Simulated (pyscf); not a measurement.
Four-centre exchange: `[OH][SiH3]` + `[F][CH2][F]` -> `[F][CH]([F])[SiH3]` + `[OH2]`

Gas phase, singlet surface, charge 0. Bonds broken: Si1–O2, C8–H10. Bonds formed: Si1–C8, O2–H10. Single points on ωB97X-D3(BJ)/def2-SVP structures (PySCF, gas phase).

Transition state (Å):

```xyz
11

Si    -1.3999    -0.7566     0.2573
O     -0.9794     0.5799     1.5001
H     -0.2265    -1.4487    -0.3259
H     -2.6091    -0.5298    -0.5698
H     -1.8691    -1.6703     1.3600
H     -0.3396     0.3877     2.2046
F     -0.5228     0.2519    -2.1213
C     -0.5909     1.0692    -1.0181
F      0.6729     1.6318    -0.8693
H     -0.6008     0.9965     0.5785
H     -1.2737     1.8993    -1.2931
```

One imaginary mode, 999i cm⁻¹; descent along it reached the two sides named, in the forms told below.

| bond | change | reactant side (Å) | saddle | product side |
|---|---|---|---|---|
| Si1–O2 | breaks | 1.678 | 1.873 | 2.9 |
| C8–H10 | breaks | 1.101 | 1.598 | 2.7 |
| Si1–C8 | forms | 3.8 | 2.370 | 1.931 |
| O2–H10 | forms | 2.374 | 1.080 | 0.967 |

Electronic energies relative to the separated reactants (kcal/mol):

```
level                   barrier  reaction energy  reverse barrier
----------------------  -------  ---------------  ---------------
ωB97X-D3(BJ)/def2-TZVP     70.4            +27.9             42.5
PBE/def2-TZVP              63.1            +26.3             36.8
r²SCAN/def2-TZVP           66.9            +28.7             38.2
B3LYP-D3(BJ)/def2-TZVP     70.4            +28.8             41.6
PBE0-D3(BJ)/def2-TZVP      67.1            +27.4             39.7
M06-2X/def2-TZVP           70.7            +30.5             40.2
ωB97M-D3(BJ)/def2-TZVP     69.7            +28.6             41.1
HF/def2-TZVP               95.1            +34.5             60.5
```

With ωB97M-D3(BJ)/def2-TZVP energies and thermal terms (ideal gas, 1 atm, RRHO with modes under 100 cm⁻¹ raised to 100, one conformer, R ln 2 for chiral ones without a mode under 150 cm⁻¹), in kcal/mol:

| T (K) | ΔH‡ | ΔG‡ | ΔH | ΔG |
|---|---|---|---|---|
| 298 | 67.5 | 79.3 | +27.6 | +28.2 |
| 600 | 68.4 | 90.9 | +28.4 | +28.6 |
| 900 | 69.4 | 101.9 | +28.7 | +28.6 |
| 1200 | 70.3 | 112.6 | +28.9 | +28.5 |

On the product side the descent ends in a complex, 4.3 kcal/mol under the separated species and 46.8 kcal/mol under the saddle at ωB97X-D3(BJ)/def2-TZVP. This is the saddle that the search found; another between the same sides may lie lower.
